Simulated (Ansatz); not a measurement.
# C₂H₅B: one species, many methods

An exercise on one series of results from a longer session: the logs are not shown, and one member is left open.

The runs use Ansatz 0.2.0, Gaussian basis; functionals in def2-TZVPP, the program's frozen cores in correlated methods.

Levels to be run: LDA (SPW92), PBE-D4, revPBE-D4, BLYP-D4, r2SCAN-D4, B97M-V, PBE0-D4, B3LYP-D4, r2SCANh-D4, r2SCAN0-D4, HSE06-D4, BHLYP-D4, CAM-B3LYP-D4, LC-ωPBE, ωB97X-V, ωB97M-V, B2PLYP, PBE-QIDH; CCSD(T)/def2-SVP; CCSD(T)/def2-TZVPP; MP2/def2-QZVPP; extrapolation to the limit; RPA on PBE.

**The relaxed structure**

All runs share one geometry, relaxed beforehand with PBE0-D4 in a triple-zeta def2 set.

SMILES `BC=C`, 8 atoms, charge 0, spin multiplicity 1.

Atoms are counted from 1 here; the program's logs count them from 0.

Bond lengths: B1–C2 1.534 Å, B1–H4 1.199 Å, B1–H5 1.197 Å, C2–C3 1.339 Å, C2–H6 1.089 Å, C3–H7 1.086 Å, C3–H8 1.087 Å. Angles: C2–B1–H4 118.7°, C2–B1–H5 122.0°, H4–B1–H5 119.3°, B1–C2–C3 120.5°, B1–C2–H6 121.7°, C3–C2–H6 117.7°, C2–C3–H7 120.6°, C2–C3–H8 123.0°, H7–C3–H8 116.4°.

Geometry (Å):

```xyz
8
charge 0, multiplicity 1
B    -0.6192    0.8763   -0.6939
C     0.3220    0.2735    0.3575
C     0.4595   -1.0543    0.4655
H    -1.2264    0.1359   -1.4148
H    -0.7628    2.0583   -0.8134
H     0.8974    0.8995    1.0373
H    -0.0927   -1.7225   -0.1894
H     1.1143   -1.5238    1.1955
```

The first run:

Input file in.yaml:

```yaml
crystal:
  periodic: [false, false, false]
  atoms:
    - {symbol: B, position_ang: [-0.619153, 0.876253, -0.693948]}
    - {symbol: C, position_ang: [0.321991, 0.273488, 0.357517]}
    - {symbol: C, position_ang: [0.459546, -1.054278, 0.465497]}
    - {symbol: H, position_ang: [-1.226394, 0.135876, -1.414830]}
    - {symbol: H, position_ang: [-0.762792, 2.058315, -0.813355]}
    - {symbol: H, position_ang: [0.897394, 0.899504, 1.037344]}
    - {symbol: H, position_ang: [-0.092699, -1.722544, -0.189376]}
    - {symbol: H, position_ang: [1.114308, -1.523813, 1.195451]}
basis:
  gaussian: {orbitals: def2-TZVPP}
hamiltonian: {xc: lda}
output: {orbitals: {seedname: orbitals}}
```

Steps of the session up to this table: LDA; PBE-D4 (GGA); revPBE-D4 (GGA); BLYP-D4 (GGA); r2SCAN-D4 (meta-GGA); B97M-V (meta-GGA); PBE0-D4 (hybrid); B3LYP-D4 (hybrid); r2SCANh-D4 (hybrid); r2SCAN0-D4 (hybrid); HSE06-D4 (hybrid); BHLYP-D4 (hybrid); CAM-B3LYP-D4 (range-separated); LC-ωPBE-D4 (range-separated; the results give it without D4); ωB97X-V (range-separated); ωB97M-V (range-separated); B2PLYP (double hybrid); PBE-QIDH (double hybrid).

One of the session's tables, all rows but one given; the rest of the session is left out.

It belongs to the step «Orbital energies across the functionals». 

```
  functional  HOMO (eV)  LUMO (eV)  gap (eV)
 LDA (SPW92)      -7.71      -3.37      4.33
      PBE-D4      -7.49      -3.10      4.39
   revPBE-D4      -7.41      -3.00      4.42
     BLYP-D4      -7.29      -2.93      4.36
   r2SCAN-D4      -7.65      -2.82      4.83
      B97M-V      -7.63      -2.83      4.80
     PBE0-D4      -8.51      -2.09      6.42
    B3LYP-D4      -8.27      -2.30      5.97
  r2SCANh-D4      -8.05      -2.46      5.59
  r2SCAN0-D4      -8.64      -1.93      6.71
    HSE06-D4      -8.11      -2.47      5.63
    BHLYP-D4          ?          ?         ?
CAM-B3LYP-D4      -9.80      -0.97      8.84
     LC-ωPBE     -11.22       0.19     11.41
     ωB97X-V     -10.81       0.13     10.94
     ωB97M-V     -10.74      -0.06     10.68
```

Estimate the missing values for BHLYP-D4.

Worked estimate for «HOMO (eV)». Against the share of exact exchange, BLYP-D4 (0, -7.29), B3LYP-D4 (0.2, -8.27) give a slope of -4.90 per unit share; at 0.5 the line stands at -9.74.

As computed: HOMO (eV): -9.34; LUMO (eV): -0.99; gap (eV): 8.35. In «HOMO (eV)» the line misses by -0.40.
